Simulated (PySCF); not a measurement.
Rigid-rotor lines calculated for a species of formula C2H3F (commonest isotopes; PySCF, PBE0-D3(BJ)/def2-SVP geometry optimisation, gas phase), labelled J(Ka,Kc):

```tsv
transition	MHz
1(1,1) ← 0(0,0)	75125.9
1(0,1) ← 0(0,0)	19806.0
2(1,2) ← 1(1,1)	38133.6
2(0,2) ← 1(0,1)	39582.8
2(1,1) ← 1(1,0)	41090.5
```

**Question.** Find the rotational constants.

**Answer.** 1(0,1) ← 0(0,0) is B + C, 2(1,1) ← 1(1,0) is 3B + C and 2(1,2) ← 1(1,1) is B + 3C, so B − C is half the difference of the last two, 1478.5 MHz. 1(1,1) ← 0(0,0) is A + C. A = 65962.2, B = 10642.2, C = 9163.8 MHz.

**Question.** What moments of inertia, asymmetry and inertial defect follow?

**Answer.** I = 505379 MHz·u·Å² over each constant: Ia = 7.66, Ib = 47.49, Ic = 55.15 u·Å²; κ = (2B − A − C)/(A − C) = -0.948 (near-prolate asymmetric top); Δ = Ic − Ia − Ib = 0.00 u·Å².

**Question.** Which dipole components do these lines need?

**Answer.** μa and μb (a-type: ΔKa even, ΔKc odd; b-type: both odd). The calculation gives |μa| = 1.02 D, |μb| = 0.73 D, |μc| = 0.00 D.

**Question.** Predict further lines from these constants: 3(1,2) ← 2(1,1); 3(2,1) ← 2(1,2); 3(0,3) ← 2(1,2); 3(3,1) ← 3(2,2); 2(2,0) ← 2(1,1); 3(2,1) ← 2(2,0); 2(2,0) ← 1(1,1); 2(1,1) ← 2(0,2); 3(3,0) ← 2(2,1); 3(3,1) ← 2(2,0); 3(2,2) ← 3(1,3); 3(2,2) ← 2(2,1); 1(1,0) ← 1(1,1); 3(1,3) ← 2(0,2); 2(1,1) ← 2(1,2).

**Answer.** 
```csv
transition,MHz,type,branch
"1(1,0) ← 1(1,1)",1478,a,Q
"2(1,1) ← 2(1,2)",4435,a,Q
"3(0,3) ← 2(1,2)",5430,b,R
"2(1,1) ← 2(0,2)",58306,b,Q
"3(2,2) ← 2(2,1)",59418,a,R
"3(2,1) ← 2(2,0)",59535,a,R
"3(1,2) ← 2(1,1)",61617,a,R
"3(1,3) ← 2(0,2)",111053,b,R
"2(2,0) ← 2(1,1)",165989,b,Q
"3(2,2) ← 3(1,3)",172631,b,Q
"2(2,0) ← 1(1,1)",208558,b,R
"3(2,1) ← 2(1,2)",229959,b,R
"3(3,1) ← 3(2,2)",280314,b,Q
"3(3,1) ← 2(2,0)",339703,b,R
"3(3,0) ← 2(2,1)",339732,b,R
```

**Question.** Which structure gave them?

**Answer.** `C=CF` (C2H3F), point group Cs. Three constants can't fix a structure by themselves; this is the one that was computed:
```xyz
6
C2H3F angstrom
C      0.419    0.229   -0.527
C     -0.376   -0.262    0.413
F     -0.572    0.344    1.579
H      0.542   -0.314   -1.464
H      0.954    1.169   -0.379
H     -0.941   -1.196    0.331
```

PBE0-D3(BJ)/def2-SVP frequencies: not computed here. Constants of a rigid frame at the computed geometry: no zero-point averaging, no centrifugal distortion.
